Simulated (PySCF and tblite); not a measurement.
2,2-dimethylbutane, C6H14, numbered as in [CH3:1][CH2:2][C:3]([CH3:4])([CH3:5])[CH3:6].

The ensemble was built from 60 distance-geometry starts (ETKDG and KDG, MMFF94s, GFN2-xTB) and rests on GFN2-xTB geometries. Free energies are PBE0-D3(BJ)/pcSseg-1 (IEF-PCM, chloroform) single points with GFN2-xTB rigid-rotor and vibrational terms (modes under about 100 cm⁻¹ blended into free rotors). Symmetry numbers and mirror images are counted. Conformers within 3 kcal/mol (GFN2-xTB free energy) were kept, 10 at most. GIAO shieldings: PBE0/pcSseg-1 (IEF-PCM, chloroform). Shifts are against TMS (¹H), TMS (¹³C) at the same level. Codes: tblite and PySCF.

Torsions listed: C1–C2–C3–C4.

```csv
conformer,shape,weight %,dipole D
1,-61°,100.0,0.05
```

(1) How do the computed shifts compare with measured ones?

Answers

(1) 
```
nucleus    signal  leading conformer  average  measured                                                   medium
     ¹H        H1               0.97     0.97      0.82  not stated in the table (CDCl3 in this author's series)
     ¹H        H2               1.24     1.24      1.21  not stated in the table (CDCl3 in this author's series)
     ¹H  H4/H5/H6               0.93     0.93      0.86  not stated in the table (CDCl3 in this author's series)
```

Measured values: The use of chemical shift calculations in the conformational analysis of substituted benzenes, New J. Chem. 2019 (ESI). Mean difference for ¹H: 0.08 ppm, scatter 0.05 ppm. The computed shifts are unscaled and lack vibrational corrections.
